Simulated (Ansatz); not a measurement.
BH5O, singlet: relaxation with the reacting distances held.

in.yaml

```yaml
crystal:
  periodic: [false, false, false]
  atoms:
    - {symbol: B, position_ang: [-0.592600, -0.012300, -0.240800]}
    - {symbol: H, position_ang: [0.150900, -1.326500, -0.315000]}
    - {symbol: H, position_ang: [-0.910300, 0.353200, -1.298100]}
    - {symbol: H, position_ang: [-1.300700, 0.003800, 0.685900]}
    - {symbol: H, position_ang: [0.727700, -0.563400, -0.075800]}
    - {symbol: O, position_ang: [0.965000, 0.674800, 0.153700]}
    - {symbol: H, position_ang: [0.959900, 0.870400, 1.090100]}
basis:
  gaussian: {orbitals: def2-SVP}
hamiltonian: {xc: pbe0, dispersion: d4}
relax: {f_tol: 0.08, max_steps: 120, escape_saddle: false, constraints: [{distance: [0, 5]}, {distance: [1, 4]}, {distance: [0, 1]}, {distance: [4, 5]}]}
```

Command:

```bash
ansatz run in.yaml --threads 2 --pin off --events-out ev --progress --plain --max-ram 4352MiB
```

The run's output (Ansatz 0.2.0):

```
Functional definition: PBE0
  name "PBE0"
  cite "Adamo & Barone, J. Chem. Phys. 110, 6158 (1999) doi:10.1063/1.478522"
  cite "Perdew, Burke & Ernzerhof, Phys. Rev. Lett. 77, 3865 (1996) doi:10.1103/PhysRevLett.77.3865"
  parent pbe
  parameter a = 0.25
  parameter kappa = 0.804
  parameter beta = 0.06672455060314922
  exchange = (1 - a)*pbe_x(kappa = kappa, mu = beta*pi^2/3) + a*exact_x
  correlation = pbe_c(beta = beta)
581 factors; integrals over basis functions are off by at most 3.2e-4 eV
mean field evaluation 1: about -2794.5440 eV, gradient 3.9e1 eV
mean field evaluation 2: about -2790.0461 eV, gradient 6.3e1 eV
mean field evaluation 4: about -2797.3715 eV, gradient 1.3e0 eV
mean field evaluation 8: about -2797.3759 eV, gradient 2.8e-3 eV
mean field -2797.37591259 eV, -102.8016686581 hartree, gradient 2.0e-5 eV, S^2 0.000000; 0 other end points of the search recorded, 0 dependent functions left out
the calculation of the forces begins
reference -2797.37593301 eV, -102.8016694087 hartree; 9, 9 occupied and 44, 44 virtual orbitals, 581 factors
relax step   1: F+E_penalty+E_count = -2797.42639477 eV  Δ(F+E_penalty+E_count) = +0.000e0 eV  max|allowed force component| = 1.017e0 eV/Å  Δτ_max = 0.0000 Å  (21 SCF iters, accepted)
  distance B 0 - O 5 held at 1.747528 Å   reaction = +2.3263e0 eV/Å
  distance H 1 - H 4 held at 0.986021 Å   reaction = -8.1158e-1 eV/Å
  distance B 0 - H 1 held at 1.511760 Å   reaction = +1.5176e0 eV/Å
  distance H 4 - O 5 held at 1.281453 Å   reaction = -1.7074e-1 eV/Å
these checks for a lower state are left out or cut short: starts, cluster_reference, orbital_swaps, neighbouring_geometries, increment
581 factors; integrals over basis functions are off by at most 3.6e-4 eV
mean field evaluation 16: about -2797.4317 eV, gradient 4.5e-2 eV
mean field -2797.43168056 eV, -102.8037180931 hartree, gradient 5.8e-5 eV, S^2 0.000000; 0 other end points of the search recorded, 0 dependent functions left out
the calculation of the forces begins
reference -2797.43170112 eV, -102.8037188487 hartree; 9, 9 occupied and 44, 44 virtual orbitals, 581 factors
relax step   2: F+E_penalty+E_count = -2797.48220536 eV  Δ(F+E_penalty+E_count) = -5.581e-2 eV  max|allowed force component| = 2.054e-1 eV/Å  Δτ_max = 0.0870 Å  (22 SCF iters, accepted)
  distance B 0 - O 5 held at 1.747528 Å   reaction = +1.9247e0 eV/Å
  distance H 1 - H 4 held at 0.986021 Å   reaction = -5.8296e-1 eV/Å
  distance B 0 - H 1 held at 1.511760 Å   reaction = +1.4750e0 eV/Å
  distance H 4 - O 5 held at 1.281453 Å   reaction = -2.5040e-1 eV/Å
these checks for a lower state are left out or cut short: starts, cluster_reference, orbital_swaps, neighbouring_geometries, increment
581 factors; integrals over basis functions are off by at most 3.6e-4 eV
mean field -2797.44662559 eV, -102.8042673130 hartree, gradient 4.4e-5 eV, S^2 0.000000; 0 other end points of the search recorded, 0 dependent functions left out
the calculation of the forces begins
reference -2797.44664615 eV, -102.8042680686 hartree; 9, 9 occupied and 44, 44 virtual orbitals, 581 factors
relax step   3: F+E_penalty+E_count = -2797.49714731 eV  Δ(F+E_penalty+E_count) = -1.494e-2 eV  max|allowed force component| = 7.598e-2 eV/Å  Δτ_max = 0.0350 Å  (22 SCF iters, accepted)
  distance B 0 - O 5 held at 1.747528 Å   reaction = +1.9284e0 eV/Å
  distance H 1 - H 4 held at 0.986021 Å   reaction = -6.5392e-1 eV/Å
  distance B 0 - H 1 held at 1.511760 Å   reaction = +1.3541e0 eV/Å
  distance H 4 - O 5 held at 1.281453 Å   reaction = -1.4311e-1 eV/Å
581 factors; integrals over basis functions are off by at most 3.6e-4 eV
mean field evaluation 32: about -2797.4466 eV, gradient 2.2e-2 eV
mean field -2797.44662559 eV, -102.8042673130 hartree, gradient 4.4e-5 eV, S^2 0.000000; 1 other end points of the search recorded, 0 dependent functions left out
the calculation of the forces begins
reference -2797.44664615 eV, -102.8042680686 hartree; 9, 9 occupied and 44, 44 virtual orbitals, 581 factors
Total energy: -2797.49716787 eV, -102.8061247077 hartree
Atom 0 at    -0.589790     0.025181    -0.236111 Å, force     2.345110    -0.424586     0.305670 eV/Å
Atom 1 at     0.136301    -1.298123    -0.320249 Å, force    -1.067848     0.736510    -0.089408 eV/Å
Atom 2 at    -0.916740     0.323986    -1.353146 Å, force     0.036645    -0.029583     0.041075 eV/Å
Atom 3 at    -1.322870    -0.028831     0.718785 Å, force     0.054764    -0.010051    -0.003102 eV/Å
Atom 4 at     0.731209    -0.557681    -0.055548 Å, force     0.388988     0.347934     0.192560 eV/Å
Atom 5 at     0.983275     0.682083     0.148333 Å, force    -1.736168    -0.561680    -0.477439 eV/Å
Atom 6 at     0.978516     0.853385     1.097936 Å, force    -0.021491    -0.058544     0.030644 eV/Å
Dipole moment:     0.067301    -0.107673     0.328610 e Å
```

The lines “mean field evaluation” count trial sets of orbitals through the whole run, from several starts and some on an approximate energy, so they need not fall steadily or lie above the final value.

Hardware: 2 CPU threads of an Arm Neoverse V1, shared host. Wall time about 2.3 s.
